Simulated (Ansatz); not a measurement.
# SiH4S (Si(SH)H3): levels of theory compared

We compute a comparison of 6 runs (UHF/STO-3G, BHLYP/STO-3G, UB3LYP/STO-3G, UPBE0/STO-3G, r2SCAN/STO-3G, RPA@PBE/STO-3G) of SiH4S (Si(SH)H3). 

The calculation is run with Ansatz 0.2.0.

54 further runs of the same task are left out: 54 set aside as unsound or not needed.

### 1 The system as given

SiH4S has 6 atoms, charge 0, and is taken as a singlet. As SMILES, `[H][Si]([H])([H])S`. The H6–Si1 distance was set to 2.915 Å, away from the relaxed value. At this shape a bond of the SMILES string is far longer than usual.

Bond lengths: Si1–S2 2.147 Å, S2–H3 1.325 Å, Si1–H4 1.452 Å, Si1–H5 1.457 Å. Angles: Si1–S2–H3 97.0°, S2–Si1–H4 103.2°, S2–Si1–H5 107.7°, H4–Si1–H5 113.2°.

### 2 The energy at UHF/STO-3G (run 1)

The input, run.yaml:

```yaml
basis:
  gaussian:
    orbitals: STO-3G
crystal:
  periodic: [false, false, false]
  atoms:
    - symbol: Si
      position_ang: [0.903330, 1.196037, -0.137134]
    - symbol: S
      position_ang: [0.955840, 1.230397, 2.008916]
    - symbol: H
      position_ang: [-0.354690, 1.270487, 2.202686]
    - symbol: H
      position_ang: [2.308130, 1.189887, -0.502504]
    - symbol: H
      position_ang: [0.198890, 2.391177, -0.582714]
    - symbol: H
      position_ang: [-0.500900, -1.225100, -0.952020]
magnetization:
  spin_polarized: true
hamiltonian:
  xc: hf
accuracy: high
```

Started as:

```
$ ansatz run run.yaml --threads 1 --pin off --max-ram 2610MiB --events-out events.jsonl --progress --plain --runs-dir runs
```

Log:

```text
Warning: RAYON_NUM_THREADS=1 ignored (pool sized by the plan → 1); use --threads N
Functional definition: HF
  name "HF"
  exchange = exact_x
  correlation = 0
387 factors; integrals over basis functions are off by at most 8.5e-9 eV
mean field evaluation 1: about -18521.9681 eV, gradient 1.4e1 eV
mean field evaluation 2: about -18521.9796 eV, gradient 1.4e1 eV
mean field evaluation 4: about -18526.2232 eV, gradient 1.1e0 eV
mean field evaluation 8: about -18526.2401 eV, gradient 1.5e-2 eV
mean field evaluation 16: about -18529.6454 eV, gradient 5.5e-1 eV
mean field evaluation 32: about -18529.6399 eV, gradient 8.2e-5 eV
mean field -18529.63987144 eV, -680.9517054346 hartree, gradient 2.8e-8 eV, S^2 0.958451; 4 other end points of the search recorded, 0 dependent functions left out
reference -18529.63987144 eV, -680.9517054346 hartree; 17, 17 occupied and 5, 5 virtual orbitals, 387 factors
Total energy: -18529.63987144 eV, -680.9517054346 hartree
```

It took 0.26 s on 1 thread of Arm Neoverse V1, shared host.

### 3 The energy at BHLYP/STO-3G (run 2)

The input, in.yaml:

```yaml
basis:
  gaussian:
    orbitals: STO-3G
crystal:
  periodic: [false, false, false]
  atoms:
    - {symbol: Si, position_ang: [0.903330, 1.196037, -0.137134]}
    - {symbol: S, position_ang: [0.955840, 1.230397, 2.008916]}
    - {symbol: H, position_ang: [-0.354690, 1.270487, 2.202686]}
    - {symbol: H, position_ang: [2.308130, 1.189887, -0.502504]}
    - {symbol: H, position_ang: [0.198890, 2.391177, -0.582714]}
    - {symbol: H, position_ang: [-0.500900, -1.225100, -0.952020]}
hamiltonian:
  xc: {name: BHLYP}
accuracy: high
```

Started as:

```
$ ansatz run in.yaml --threads 1 --pin off --max-ram 2610MiB --events-out events.jsonl --progress --plain --runs-dir runs
```

Log:

```text
Warning: RAYON_NUM_THREADS=1 ignored (pool sized by the plan → 1); use --threads N
Functional definition: BHLYP
  name "BHLYP"
  parameter a = 0.5
  exchange = (1 - a)*b88_x + a*exact_x
  correlation = lyp_c
387 factors; integrals over basis functions are off by at most 8.5e-9 eV
mean field evaluation 1: about -18555.1481 eV, gradient 2.2e1 eV
mean field evaluation 2: about -18549.9834 eV, gradient 2.5e1 eV
mean field evaluation 4: about -18560.3932 eV, gradient 3.5e0 eV
mean field evaluation 8: about -18560.4652 eV, gradient 2.6e-1 eV
mean field evaluation 16: about -18560.4432 eV, gradient 5.5e-6 eV
mean field -18560.44316887 eV, -682.0837057356 hartree, gradient 2.5e-8 eV, S^2 0.000000; 0 other end points of the search recorded, 0 dependent functions left out
reference -18560.44318974 eV, -682.0837065028 hartree; 17, 17 occupied and 5, 5 virtual orbitals, 387 factors
Total energy: -18560.44318974 eV, -682.0837065028 hartree
```

It took 1.3 s on 1 thread of Arm Neoverse V1, shared host; peak memory 0.099 GiB.

### 4 A single-point energy at UB3LYP/STO-3G (run 3)

The input, run.yaml:

```yaml
crystal:
  periodic: [false, false, false]
  atoms:
    - {symbol: Si, position_ang: [0.903330, 1.196037, -0.137134]}
    - {symbol: S, position_ang: [0.955840, 1.230397, 2.008916]}
    - {symbol: H, position_ang: [-0.354690, 1.270487, 2.202686]}
    - {symbol: H, position_ang: [2.308130, 1.189887, -0.502504]}
    - {symbol: H, position_ang: [0.198890, 2.391177, -0.582714]}
    - {symbol: H, position_ang: [-0.500900, -1.225100, -0.952020]}
basis:
  gaussian: {orbitals: STO-3G}
magnetization: {spin_polarized: true}
hamiltonian: {xc: {name: B3LYP}}
accuracy: high
```

Started as:

```
$ ansatz run run.yaml --threads 1 --pin off --max-ram 2610MiB --events-out events.jsonl --progress --plain --runs-dir runs
```

Log:

```text
Warning: RAYON_NUM_THREADS=1 ignored (pool sized by the plan → 1); use --threads N
Functional definition: B3LYP
  name "B3LYP"
  parameter a0 = 0.2
  parameter ax = 0.72
  parameter ac = 0.81
  exchange = (1 - a0 - ax)*slater_x + ax*b88_x + a0*exact_x
  correlation = (1 - ac)*vwn_rpa_c + ac*lyp_c
387 factors; integrals over basis functions are off by at most 8.5e-9 eV
mean field evaluation 1: about -18555.1421 eV, gradient 1.7e1 eV
mean field evaluation 2: about -18547.7930 eV, gradient 2.0e1 eV
mean field evaluation 4: about -18560.4226 eV, gradient 7.8e0 eV
mean field evaluation 8: about -18561.1479 eV, gradient 4.1e0 eV
mean field evaluation 16: about -18561.5412 eV, gradient 1.3e0 eV
mean field evaluation 32: about -18562.0495 eV, gradient 1.4e-1 eV
mean field -18562.04978461 eV, -682.1427477751 hartree, gradient 1.5e-8 eV, S^2 0.806802; 3 other end points of the search recorded, 0 dependent functions left out
reference -18562.04981509 eV, -682.1427488954 hartree; 17, 17 occupied and 5, 5 virtual orbitals, 387 factors
Total energy: -18562.04981509 eV, -682.1427488954 hartree
```

Wall time 5.4 s (1 thread of Arm Neoverse V1, shared host); peak memory 0.14 GiB.

Runs 4 to 5 aren't shown in full; the table further down has their settings and results.

### 5 The energy at RPA@PBE/STO-3G (run 6)

The input, molecule.yaml:

```yaml
crystal:
  periodic: [false, false, false]
  atoms:
    - symbol: Si
      position_ang: [0.903330, 1.196037, -0.137134]
    - symbol: S
      position_ang: [0.955840, 1.230397, 2.008916]
    - symbol: H
      position_ang: [-0.354690, 1.270487, 2.202686]
    - symbol: H
      position_ang: [2.308130, 1.189887, -0.502504]
    - symbol: H
      position_ang: [0.198890, 2.391177, -0.582714]
    - symbol: H
      position_ang: [-0.500900, -1.225100, -0.952020]
basis:
  gaussian:
    orbitals: STO-3G
hamiltonian:
  xc: pbe
correlation:
  method: rpa
  frozen_orbitals: {H: 0, S: 5, Si: 5}
accuracy: high
```

Started as:

```
$ ansatz run molecule.yaml --threads 1 --pin off --max-ram 2610MiB --events-out events.jsonl --progress --plain --runs-dir runs
```

Log, shortened:

```text
Warning: RAYON_NUM_THREADS=1 ignored (pool sized by the plan → 1); use --threads N
Functional definition: PBE
  name "PBE"
[...]
387 factors; integrals over basis functions are off by at most 8.5e-9 eV
[...]
mean field -18551.81282870 eV, -681.7665465843 hartree, gradient 1.6e-8 eV, S^2 0.000000; 1 other end points of the search recorded, 0 dependent functions left out; unrestricted orbitals would lower it
unrestricted determinant -18529.63987144 eV, -680.9517054345 hartree, S^2 0.9585
10 core orbitals not correlated: weight in the atoms' cores, before any rotation towards them, 0.999 or more for the frozen orbitals, at most 0.000 for the correlated occupied ones
reference -18525.74347908 eV, -680.8085156562 hartree; 7, 7 occupied and 5, 5 virtual orbitals, 387 factors
Total energy: -18532.69980004 eV, -681.0641557363 hartree
```

Run time: 3.3 s. Hardware: 1 thread of Arm Neoverse V1, shared host; peak memory 0.1 GiB.

### 6 The series

```tsv
run	level	frozen core orbitals	energy (Eh)	wall time
1	UHF/STO-3G	–	-680.951705	0.26 s
2	BHLYP/STO-3G	–	-682.083707	1.3 s
3	UB3LYP/STO-3G	–	-682.142749	5.4 s
4	UPBE0/STO-3G	–	-681.883049	5.4 s
5	r2SCAN/STO-3G	–	-682.072646	3.6 s
6	RPA@PBE/STO-3G	10	-681.064156	3.3 s
```

### 7 Results

| quantity | value |
| --- | --- |
| run 6: total energy | -681.06416 Eh |
| run 6: RPA correlation energy (valence) | -255.6 mEh |

**Reading.** Totals of different functionals can't be ranked against each other. In run 6 the log says that unrestricted orbitals would lower the reference, so the values rest on an unstable closed-shell determinant (other closed-shell runs at this shape may share the fault). In runs 1, 2, 3, 4, 5, 6 the basis is minimal, so the values are rough. In runs 2, 5, 6 a closed-shell determinant meets a far-stretched bond, which it describes badly. Spin contamination of the reference: run 1 ⟨S²⟩ = 0.96, run 4 ⟨S²⟩ = 0.88, run 3 ⟨S²⟩ = 0.81. Where it is this large, the reference is a mixture of spin states, and values that rest on it are in doubt. All runs together took 19 s, the longest 5.4 s.
